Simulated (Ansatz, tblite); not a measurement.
# The cluster Cd₂Se: one state, many levels

Aim: run the singlet of the cluster Cd₂Se at one geometry on many levels, and compare frontier levels, spin and run time.

Program: Ansatz 0.2.0, Gaussian basis. Level of theory: as each input shows. These are calculated values, not measurements.

The runs, in order: GFN1-xTB, GFN2-xTB, PBE-D4/def2-TZVP, r2SCAN-D4/def2-TZVP, ωB97X-V/def2-TZVP, PBE-QIDH/def2-TZVP, CAM-B3LYP-D4/def2-TZVP, r2SCAN0-D4/def2-TZVP, B3LYP-D4/def2-TZVP, PBE-D4/def2-SVP, PBE0-D4/def2-SVP, PBE0-D4/def2-TZVPD, PBE-D4/def2-TZVPD, r2SCAN-D4/def2-TZVPD, CCSD(T)/def2-TZVPP, MP2/def2-TZVP, RPA/def2-TZVP.

4 further runs of the same task are left out: 4 set aside as unsound or not needed.

## 1. The geometry

The geometry is that of the singlet, from an earlier relaxation (PBE-D4/def2-TZVP). At that level it is the lowest of the isomers that a small search found.

3 atoms, charge 0, spin multiplicity 1.

Bond lengths: Cd1–Se3 2.528 Å, Cd2–Se3 2.528 Å. Angles: Cd1–Se3–Cd2 179.8°.

Cd takes a core potential in the def2 sets. No spin-orbit coupling is included.

PBE0-D4/def2-TZVP was run before; its log isn't repeated, and its numbers join the tables.

## 2. GFN1-xTB

Tight binding, by tblite at 300 K electronic temperature and without a spin-polarisation term:

```python
tblite.interface.Calculator('GFN1-xTB', numbers, positions, charge=0, uhf=0).singlepoint()
```

Energy -139.1247 eV, HOMO -9.92 eV, LUMO -7.52 eV; 0.001 s.

## 3. GFN2-xTB

Tight binding, by tblite at 300 K electronic temperature and without a spin-polarisation term:

```python
tblite.interface.Calculator('GFN2-xTB', numbers, positions, charge=0, uhf=0).singlepoint()
```

Energy -118.6587 eV, HOMO -9.45 eV, LUMO -7.52 eV; 0.001 s.

## 4. PBE-D4/def2-TZVP

start.molden holds the orbitals of an earlier run on this state, given as this run's starting guess.

Input file in.yaml:

```yaml
crystal:
  periodic: [false, false, false]
  atoms:
    - {symbol: Cd, position_ang: [-1.891717, 0.502022, -1.600578]}
    - {symbol: Cd, position_ang: [1.891597, -0.504380, 1.600091]}
    - {symbol: Se, position_ang: [0.000120, 0.002368, 0.000487]}
basis:
  gaussian: {orbitals: def2-TZVP, initial_orbitals: start.molden}
hamiltonian: {xc: pbe, dispersion: d4}
scf: {omitted_lower_state_checks: [starts]}
output: {forces: true, orbitals: {seedname: orbitals}}
```

On the command line:

```console
$ ansatz run in.yaml --threads 4 --pin off --events-out ev --progress --plain --max-ram 3916MiB
```

The runs that follow: r2SCAN-D4/def2-TZVP; ωB97X-V/def2-TZVP; PBE-QIDH/def2-TZVP; CAM-B3LYP-D4/def2-TZVP; r2SCAN0-D4/def2-TZVP; B3LYP-D4/def2-TZVP; PBE-D4/def2-SVP; PBE0-D4/def2-SVP; PBE0-D4/def2-TZVPD; PBE-D4/def2-TZVPD; r2SCAN-D4/def2-TZVPD; CCSD(T)/def2-TZVPP; MP2/def2-TZVP; RPA/def2-TZVP.

**Question.** What will the summary of the whole plan be? Wanted: gap in def2-TZVP, named functionals, smallest and largest; correlation energy, CCSD(T)/def2-TZVPP; correlation energy, MP2/def2-TZVP; binding an atom, functionals in def2-TZVP; PBE0 total energy, smallest basis above largest.

The runs gave:

```
                                                 quantity                                    value
gap in def2-TZVP, named functionals, smallest and largest      0.98 eV (PBE-D4), 5.25 eV (ωB97X-V)
                   correlation energy, CCSD(T)/def2-TZVPP                                -45.97 eV
                        correlation energy, MP2/def2-TZVP                                -35.10 eV
                binding an atom, functionals in def2-TZVP  0.43 (CAM-B3LYP-D4) to 0.68 eV (PBE-D4)
          PBE0 total energy, smallest basis above largest          10.24 eV (def2-SVP, def2-TZVPD)
```

What this shows: Orbital gaps of the named functionals in def2-TZVP span 0.98 eV (PBE-D4) to 5.25 eV (ωB97X-V); exact exchange widens it. Notes on CCSD(T)/def2-TZVPP: state flagged by the program.
